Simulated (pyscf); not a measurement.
Structures and frequencies: ωB97X-D3(BJ)/def2-SVP in PySCF.

Question: Estimate by transition-state theory the rate constant of F–SiH₂–NH–SiH₃ + hydrogen (H₂) → H₃Si–NH–SiH₃ + hydrogen fluoride (HF) (singlet surface; F–Si, H–H broken, H–Si, F–H formed) at 900 K, with ωB97M-D3(BJ)/def2-TZVP energies (ideal gas, 1 atm, RRHO with modes under 100 cm⁻¹ raised to 100, one conformer, R ln 2 for chiral ones without a mode under 150 cm⁻¹; no tunnelling).

Answer: The electronic barrier is 56.5 kcal/mol and the thermal terms add +28.1, so ΔG‡ = 84.7 kcal/mol. With k_BT/h = 1.88e+13 s⁻¹ and RT = 1.788 kcal/mol, and a volume of 1.23e-19 cm³ per molecule at 1 atm, k = 6.3e-27 cm³ molecule⁻¹ s⁻¹. Wigner's tunnelling factor for 1127i cm⁻¹ would be 1.14. A shift of 1 kcal/mol in the barrier changes k by a factor 1.7. This is the saddle that the search found; another between the same sides may lie lower.
